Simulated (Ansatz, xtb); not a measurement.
# BFH3Si: which of two structures lies lower

We compare I, `FB[SiH2]`, a doublet, with II, a doublet given by its coordinates. Both are isolated molecules in the gas phase, relaxed with B3LYP/6-31G*; the shapes shown needn't be the lowest conformers.

I (Å):

```yaml
atoms:
  - { symbol: B, position_ang: [-1.2734, 1.6278, -0.5124] }
  - { symbol: F, position_ang: [-1.5946, 2.9179, -0.4187] }
  - { symbol: Si, position_ang: [-0.4151, 0.9247, -2.1465] }
  - { symbol: H, position_ang: [-1.5183, 0.9104, 0.4154] }
  - { symbol: H, position_ang: [-0.0449, -0.5054, -2.2763] }
  - { symbol: H, position_ang: [-0.0685, 1.7277, -3.3454] }
```

II (Å):

```xyz
6

B    -0.1300    0.0037   -0.8348
F    -0.8606    1.0832    1.8668
Si    0.0135   -0.0840    1.1638
H     0.6324    0.9018   -0.3687
H    -1.2022    0.4176   -1.1649
H     0.4809   -0.8563   -1.3898
```

Close contacts (Å): B1–Si3 2.01, F2–Si3 1.62, B1–H4 1.27, B1–H5 1.20, B1–H6 1.19, Si3–H4 1.92.

Estimate E(II) − E(I) at the level CCSD(T)/def2-TZVP.

Calculated at CCSD(T)/def2-TZVP: E(II) − E(I) = +23.9 kJ/mol, so structure I lies lower.

The same difference at several levels:

```csv
level,geometry,E(II) − E(I) (kJ/mol),departure from the last row (kJ/mol),"job, with rough time for the two"
GFN2-xTB,GFN2-xTB,+4.6,−19.3,"optimisation, 0.76 s"
HF/STO-3G,GFN2-xTB,+115.3,+91.4,"single point, 1.3 s"
r2SCAN-D4/def2-SVP,GFN2-xTB,+64.6,+40.7,"single point, 9.3 s"
B3LYP/6-31G*,B3LYP/6-31G*,+33.5,+9.6,"optimisation, 2.5 min"
HF/def2-TZVP,B3LYP/6-31G*,+58.5,+34.6,part of the CCSD(T) run
MP2/def2-TZVP,B3LYP/6-31G*,+29.0,+5.1,part of the CCSD(T) run
CCSD(T)/def2-TZVP,B3LYP/6-31G*,+23.9,,"single point, 2.1 min"
```

The levels shown agree on the order. The largest departure from CCSD(T)/def2-TZVP is that of HF/STO-3G, 91.4 kJ/mol.

With harmonic frequencies from B3LYP/6-31G* (ideal gas, rigid rotor, one conformer each, 298.15 K, 1 atm): on the last row, ΔE + ΔZPE = +27.5 kJ/mol. A mode under 50 cm⁻¹ makes harmonic enthalpies and free energies unreliable, so none is given.

Open shells are spin-unrestricted. The correlated steps freeze 7 core orbitals. Codes used: Ansatz 0.2.0, xtb 6.7.1; the last row on 1 thread of Intel(R) Xeon(R) Processor @ 2.50GHz (Skylake/Cascade Lake) on a shared host.
